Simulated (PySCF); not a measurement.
# Nitrogen: a sound run and one with changed settings

Sound run: N [He] 2s2 2p3, N⁺ [He] 2s2 2p2. Calculation: PySCF 2.14, in cc-pVDZ; the non-relativistic Hamiltonian (point nucleus). In the sound run the correlated levels freeze 1s2. The sound run starts from symmetry-adapted Hartree-Fock orbitals and uses a fine grid where one is needed.

Changed run: a valence shell is frozen. This setting is unsound on purpose.

```
species   method  sound run (hartree)  changed run (hartree)  converged
      N      MP2            -54.46186              -54.40879        yes
      N  CCSD(T)            -54.47850              -54.41325        yes
     N⁺      MP2            -53.93437              -53.88564        yes
     N⁺  CCSD(T)            -53.95698              -53.88711        yes
```

Ionisation energy of N:

```
 method  sound run (eV)  changed run (eV)
    UHF          13.895            13.895
    MP2          14.354            14.236
SCS-MP2          14.144            14.009
   CCSD          14.195            14.317
CCSD(T)          14.191            14.317
```

Freezing a valence shell removes pair correlation that changes on ionisation.

For comparison, NIST gives 14.534 eV between the lowest levels.
